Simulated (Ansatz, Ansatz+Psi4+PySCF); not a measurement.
```xyz
4

P     0.0000    0.0000    0.1246
H     0.0000    1.2006   -0.6231
H     1.0398   -0.6003   -0.6231
H    -1.0398   -0.6003   -0.6231
```

Basis set: cc-pVTZ on H; cc-pV(T+d)Z on P (spherical functions). Frozen core: 5 orbitals. Charge 0, multiplicity 1.

Computed with Ansatz (development build ahead of 0.2.0); each method stands on the lowest determinant of its kind that the runs found. Restricted open shells among the atoms or ions are ROHF, correlated in semicanonical orbitals with singles.

**Question.** Give the atomization energy at this shape (free ground-state atoms in the same class of orbitals less the molecule, no zero-point energy) of singlet PH₃ by RHF-CCSD(T), RHF-MP2.

**Answer.**

```json
{"method": "RHF-CCSD(T)", "atomization energy": "10.18 eV"}
{"method": "RHF-MP2", "atomization energy": "9.82 eV"}
```
